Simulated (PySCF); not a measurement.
**NMR data sheet: Glycolamide**

```
Formula                               : C2H5NO2
SMILES                                : NC(=O)CO
InChI                                 : InChI=1S/C2H5NO2/c3-2(5)1-4/h4H,1H2,(H2,3,5)
Point group of the computed structure : Cs
Degrees of unsaturation               : 1
Carbon signals                        : 2
Proton signals                        : 4
```

Molfile (atoms numbered from 1):
```
C2H5NO2
     RDKit          3D

 10  9  0  0  0  0  0  0  0  0999 V2000
    1.3596   -0.0987   -0.7988 N   0  0  0  0  0  0  0  0  0  0  0  0
    0.2881    0.4555   -0.1999 C   0  0  0  0  0  0  0  0  0  0  0  0
    0.0861    1.6538   -0.1581 O   0  0  0  0  0  0  0  0  0  0  0  0
   -0.6996   -0.5008    0.4473 C   0  0  0  0  0  0  0  0  0  0  0  0
   -1.7531    0.2119    1.0035 O   0  0  0  0  0  0  0  0  0  0  0  0
    1.5032   -1.0917   -0.8099 H   0  0  0  0  0  0  0  0  0  0  0  0
    2.0407    0.5008   -1.2311 H   0  0  0  0  0  0  0  0  0  0  0  0
   -0.1711   -1.0867    1.2132 H   0  0  0  0  0  0  0  0  0  0  0  0
   -1.0598   -1.2068   -0.3140 H   0  0  0  0  0  0  0  0  0  0  0  0
   -1.5425    1.1438    0.8236 H   0  0  0  0  0  0  0  0  0  0  0  0
  1  2  1  0
  2  3  2  0
  2  4  1  0
  4  5  1  0
  1  6  1  0
  1  7  1  0
  4  8  1  0
  4  9  1  0
  5 10  1  0
M  END
```

Non-relativistic, one averaged value for each set of equivalent atoms, no solvent, one computed conformer. Geometry: PBE0-D3(BJ)/def2-TZVP; shielding tensors at B97-2/pcSseg-2 (GIAO); PySCF 2.14.0 with density-fitted response routines.

References, each an isolated molecule treated in the same way: ¹H (σ = 31.64 ppm) and ¹³C (σ = 185.38 ppm) vs TMS; ¹⁵N (σ = 261.75 ppm) vs NH3; H2O for ¹⁷O (σ = 327.66 ppm).

| carbon | δC, type | δH (multiplicity) | HMBC from (2–3 bonds) | span of the C tensor (ppm) |
| --- | --- | --- | --- | --- |
| C2 | 179.5, C | – | H8/H9 | 177 |
| C4 | 63.7, CH2 | 4.00 (s) | – | 67 |

Other nuclei:
| atoms | nucleus | environment | δ (ppm) | σ (ppm) |
| --- | --- | --- | --- | --- |
| H7 | ¹H | hydrogen on an amide-type nitrogen | 4.99 | 26.64 |
| H6 | ¹H | hydrogen on an amide-type nitrogen | 4.77 | 26.86 |
| H10 | ¹H | hydrogen on an alcohol oxygen | 3.29 | 28.34 |
| N1 | ¹⁵N | amide-type nitrogen | 102.0 | 159.7 |
| O3 | ¹⁷O | amide-type carbonyl oxygen | 373.4 | -45.7 |
| O5 | ¹⁷O | alcohol oxygen | 4.2 | 323.4 |

- Carbon types of the structure: 1 × C, 1 × CH2, leaving 3 H on heteroatoms.
- δC 179.5: amide carbonyl carbon; it is a carbonyl in resonance with an O or N lone pair, the region of acids, esters and amides.
- δC 63.7: sp3 CH2 bonded to O, α to a carbonyl; the inductive effect lowers its shielding.
- δH 4.99, 4.77: hydrogen on an amide-type nitrogen; exchangeable; this is the value without hydrogen bonding to other molecules.
- δH 4.00: hydrogen on an sp3 CH2 bonded to O, α to a carbonyl; its carbon carries O, which withdraws density.
- δH 3.29: hydrogen on an alcohol oxygen; exchangeable, gas-phase position.

The OH or NH signal is concentration- and solvent-dependent in practice; the value given is the gas-phase one. Rotation about the amide-type C–N bond is slow at room temperature, so the two groups on nitrogen are listed apart. Shifts are as computed. Against solution values, carbons near 30 ppm lie about +3 ppm off and those near 130 ppm about +7 ppm. Of 1211 compounds with measured shifts, 218 miss one by over three times the rms of a fit or turn the order of signals round; such compounds aren't used in these exercises. Hydrogen bonding in solution shields acid and N–H amide carbonyl oxygens by tens of ppm. The C=O carbon of an acid or of an amide with N–H lies up to 10 ppm further downfield in solution, through hydrogen bonding that the calculation lacks. Unscaled 17O shifts of doubly bonded oxygen tend to come out too high, by tens of ppm or more. Experimental scales use liquid or dissolved standards, which lie at an offset from isolated NH3 (liquid NH3: subtract about 20 ppm) and H2O (liquid H2O: subtract about 36 ppm).
